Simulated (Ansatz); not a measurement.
Relaxation of C₃H₆FNS (12 atoms, charge 0, multiplicity 1), to a largest force component of 0.02 eV/Å in at most 50 steps.

The calculation used Ansatz, RKS PBE0-D4/def2-SVP.

```xyz
12
Properties=species:S:1:pos:R:3:forces:R:3
F -1.711 -1.088 0.957 -0.50 0.12 -0.07
C -1.322 -0.612 -0.262 1.96 -0.16 1.04
N 0.005 -1.105 -0.467 1.98 0.80 0.38
C 0.951 -0.250 0.405 -5.53 -0.43 1.19
C 0.544 1.192 0.105 0.17 0.15 2.17
S -1.227 1.205 -0.251 -0.53 0.52 0.10
H -1.976 -0.974 -1.027 -0.86 -0.25 -0.75
H 0.316 -0.897 -1.430 -0.47 -0.36 0.33
H 0.699 -0.487 1.505 0.36 0.18 -1.53
H 1.940 -0.456 0.242 2.99 -0.75 -0.77
H 1.074 1.565 -0.735 0.75 0.63 -1.25
H 0.783 1.852 0.993 -0.32 -0.44 -0.83
```

Q: Where does it end, and by what steps?

A: The run converged. After 7 steps the energy has fallen by 0.465 eV; H8 moved furthest, 0.23 Å.

```json
{"step": "0", "energy less start (eV)": "0.0000", "largest force component (eV/Å)": "5.531", "accepted": "yes"}
{"step": "1", "energy less start (eV)": "-0.3748", "largest force component (eV/Å)": "1.457", "accepted": "yes"}
{"step": "2", "energy less start (eV)": "-0.4442", "largest force component (eV/Å)": "0.368", "accepted": "yes"}
{"step": "3", "energy less start (eV)": "-0.4555", "largest force component (eV/Å)": "0.186", "accepted": "yes"}
{"step": "4", "energy less start (eV)": "-0.4631", "largest force component (eV/Å)": "0.125", "accepted": "yes"}
{"step": "5", "energy less start (eV)": "-0.4644", "largest force component (eV/Å)": "0.062", "accepted": "yes"}
{"step": "6", "energy less start (eV)": "-0.4647", "largest force component (eV/Å)": "0.053", "accepted": "yes"}
{"step": "7", "energy less start (eV)": "-0.4649", "largest force component (eV/Å)": "0.007", "accepted": "yes"}
```

```xyz
12
Properties=species:S:1:pos:R:3
F -1.882 -1.156 0.858
C -1.292 -0.619 -0.251
N 0.038 -1.078 -0.379
C 0.918 -0.233 0.405
C 0.552 1.229 0.132
S -1.259 1.227 -0.065
H -1.900 -0.895 -1.125
H 0.312 -1.112 -1.357
H 0.759 -0.460 1.471
H 1.969 -0.454 0.168
H 1.027 1.605 -0.788
H 0.833 1.890 0.965
```

Time of the run: 35 s on 2 threads of Arm Neoverse V1, on a shared host, peak memory 0.29 GiB.
